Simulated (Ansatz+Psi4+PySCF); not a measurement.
**triplet HCl(2+): levels of theory in one basis**

```xyz
2

H     0.0000    0.0000    0.0000
Cl   -0.3583   -1.3734    0.3423
```

Basis set: cc-pVTZ on H; cc-pV(T+d)Z on Cl (spherical functions). Frozen core: 5 orbitals. Correlation on ROHF uses semicanonical orbitals with singles. Charge 2, multiplicity 3.

Computed with Ansatz (development build ahead of 0.2.0) and Psi4 1.11; each method stands on the lowest determinant of its kind that the runs found.

```tsv
method	E − E(ROHF) (eV)	<S²> of the determinant
ROHF	0.00	2.00
UHF	-0.23	2.02
ROHF-MP2	-3.63	–
UHF-MP2	-3.60	2.02
```

Caution: other spin multiplicities were not run.
